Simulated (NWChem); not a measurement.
## Atomisation of formic acid (CH2O2)

SMILES: O=CO
```xyz
5

O      0.7471     0.8327     0.0000
C      0.1768    -0.3801     0.0000
O     -1.0040    -0.5887     0.0000
H      0.0276     1.4904     0.0000
H      0.9664    -1.1619     0.0000
```
Charge 0, spin multiplicity 1.

Program: NWChem. All single points use one geometry, from B3LYP/def2-SVP, a minimum by its harmonic frequencies. It is one conformer; others weren't searched.

Basis set: def2-TZVP. The atomisation energy is electronic alone: no zero-point, thermal, spin-orbit or counterpoise terms. No value is extrapolated to the basis-set limit. Free atoms are single determinants with multiplicities O 3, C 3, H 2. Correlated methods freeze the same cores in atoms and molecule, 3 orbitals in all.

```tsv
method	atomisation energy (kcal/mol)	relative cost
LDA (SVWN5)	596.4	1
HF	329.3	under 3
PBE	521.3	under 3
B3LYP	497.1	under 3
PBE0	499.1	under 3
M06-2X	500.8	under 3
MP2	500.2	3
CAM-B3LYP	500.7	30
CCSD(T)	481.3	30
LC-wPBE (omega 0.3 per bohr)	510.3	40
```

The values span 267.1 kcal/mol, from HF (lowest) to LDA (SVWN5) (highest). Relative cost: rough, from shared machines, SCF included, LDA (SVWN5) = 1. Costs are the molecule's.

B3LYP has NWChem's definition, with VWN1-RPA local correlation. GW and range-separated runs recompute their integrals, the others keep them in memory, which bears on the times. The stability of the SCF solutions was not checked. Open-shell Hartree-Fock references start from PBE0 orbitals; any time given for them includes that run. Coupled-cluster values serve here as a point of comparison, not as the truth.
